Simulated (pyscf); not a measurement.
Optimised with ωB97X-D3(BJ)/def2-SVP in PySCF.

Question: For the elementary gas-phase step `[NH2][W]([F])([F])([F])([F])[F]` + `[ClH]` -> `[NH2][W]([F])([F])([F])([F])[Cl]` + `[FH]` (singlet surface; F–W, Cl–H broken, Cl–W, F–H formed), what barrier and reaction energy does ωB97M-D3(BJ)/def2-TZVP give, measured from the separated reactants?

Answer: ΔE‡ = 1.13 eV, ΔE = +0.39 eV. Zero-point energy shifts the barrier by +0.12 eV. It is a four-centre exchange, with an imaginary mode of 323i cm⁻¹. This is the saddle that the search found; another between the same sides may lie lower. Elements past Kr carry the def2 core potentials, without spin-orbit coupling.
